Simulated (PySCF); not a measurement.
# TDDFT excited states: C4H5P

C4H5P.
SMILES: `c1cc[pH]c1`

Method used: TDDFT B3LYP/def2-SVPD, vertical, gas phase, core orbitals frozen in the response in PySCF 2.14.0, density-fitted response routines. Isolated species at its PBE0-D3(BJ)/def2-SVP geometry, gas phase.

```
state  E (eV)  E (kJ/mol)  λ (nm)       f  |μ| (D)  symmetry  main configurations (H = HOMO, L = LUMO)
   S1    4.66         450   265.9   0.040     1.50        A″                                 H→L (95%)
   S2    4.95         478   250.3   0.100     2.31        A′                               H-1→L (94%)
   S3    6.10         589   203.2  0.0052     0.48        A′                               H→L+1 (97%)
   S4    6.27         605   197.9  0.0053     0.47        A″                               H→L+2 (98%)
   S5    6.58         635   188.5  0.0030     0.34        A′   H-2→L (53%), H→L+3 (35%), H-1→L+2 (10%)
   S6    6.64         641   186.6   0.042     1.29        A″              H-1→L+1 (85%), H-1→L+3 (10%)
```

The lowest singlet lies at 4.66 eV (266 nm, ultraviolet) and is of moderate strength; its leading configuration is HOMO→LUMO (95%). The most intense listed level is S2 at 4.95 eV (250 nm, f = 0.100), 0.29 eV above S1. Löwdin shares by element: HOMO carbon 87%; LUMO carbon 52% or more, phosphorus 16% (atoms not listed hold the other 32%). The oscillator strengths of these states sum to 0.196; summed over the whole spectrum of an exact calculation they would give the number of electrons, 44 (Thomas–Reiche–Kuhn). Weighted by f, the mean energy of these states is 5.35 eV. Orbital energies (eV): HOMO-3 -9.63, HOMO-2 -9.14, HOMO-1 -6.99, HOMO -6.60, LUMO -1.44, LUMO+1 0.55, LUMO+2 0.65. Symmetry labels in Cs follow from the direction of the transition dipole and are given only for states with f of 0.002 or more. Singlets were solved by full linear response.
